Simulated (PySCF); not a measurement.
Species: C3H6N2.
Atom-mapped SMILES: `[NH2:1][CH2:2][C@H:3]1[CH:4]=[N:5]1` (hydrogens: H6, H7 on N1; H8, H9 on C2; H10 on C3; H11 on C4)

Structure used (GFN2-xTB), in Å, numbered top down from 1:
```
atom  x, y, z in Å
N1    -1.7800    0.0827    0.4987
C2    -0.4647    0.6761    0.3332
C3     0.5315   -0.2142   -0.3889
C4     1.9000   -0.3748    0.0660
N5     1.1712   -1.3444    0.3744
H6    -1.7029   -0.7663    1.0501
H7    -2.1590   -0.1778   -0.4065
H8    -0.5874    1.6077   -0.2292
H9    -0.0830    0.9204    1.3289
H10    0.2949   -0.4258   -1.4290
H11    2.8849    0.0191    0.1312
```

PySCF, density fitting, gas phase, GFN2-xTB geometry. The standard run uses grid level 2 after a coarse-grid start, the def2-universal JK fitting basis (with tight functions added where the orbital basis needs them), an energy threshold of 1e-9 Eh and DIIS. The changed runs have no coarse-grid stage.

Standard PBE0/def2-SVPD: E = -226.927553 Eh, HOMO -6.838 eV, LUMO -0.801 eV, dipole 2.266 D, 14 cycles (coarse-grid cycles included). What changes at PBE0/def2-SVPD with: start guess huckel?

E = -226.927553 Eh (0.000 mEh), HOMO -6.838 eV (0.000), LUMO -0.801 eV (0.000), dipole 2.266 D (0.000), 14 SCF cycles. The result matches the standard run within 0.02 mEh and 0.003 eV; such settings steer the iterations and don't enter the energy expression.

The cycles:
```
cycle   1  E = -220.4721150744  dE =  3.795e+00  |g| = 4.426e+00  |ddm| = 1.420e+01
cycle   2  E = -202.7637474117  dE =  1.771e+01  |g| = 7.443e+00  |ddm| = 9.364e+01
cycle   3  E = -226.3493323879  dE = -2.359e+01  |g| = 1.476e+00  |ddm| = 9.378e+01
cycle   4  E = -226.6184335426  dE = -2.691e-01  |g| = 1.084e+00  |ddm| = 4.936e+00
cycle   5  E = -226.9009399581  dE = -2.825e-01  |g| = 3.221e-01  |ddm| = 2.754e+00
cycle   6  E = -226.9247433049  dE = -2.380e-02  |g| = 1.057e-01  |ddm| = 5.515e-01
cycle   7  E = -226.9270707233  dE = -2.327e-03  |g| = 4.566e-02  |ddm| = 2.291e-01
cycle   8  E = -226.9275407632  dE = -4.700e-04  |g| = 7.122e-03  |ddm| = 7.032e-02
cycle   9  E = -226.9275521122  dE = -1.135e-05  |g| = 2.187e-03  |ddm| = 1.602e-02
cycle  10  E = -226.9275529874  dE = -8.752e-07  |g| = 1.046e-03  |ddm| = 5.288e-03
cycle  11  E = -226.9275532253  dE = -2.379e-07  |g| = 2.101e-04  |ddm| = 2.703e-03
cycle  12  E = -226.9275532353  dE = -9.986e-09  |g| = 7.758e-05  |ddm| = 5.276e-04
cycle  13  E = -226.9275532364  dE = -1.138e-09  |g| = 3.442e-05  |ddm| = 1.675e-04
cycle  14  E = -226.9275532367  dE = -3.074e-10  |g| = 6.231e-06  |ddm| = 8.342e-05
```
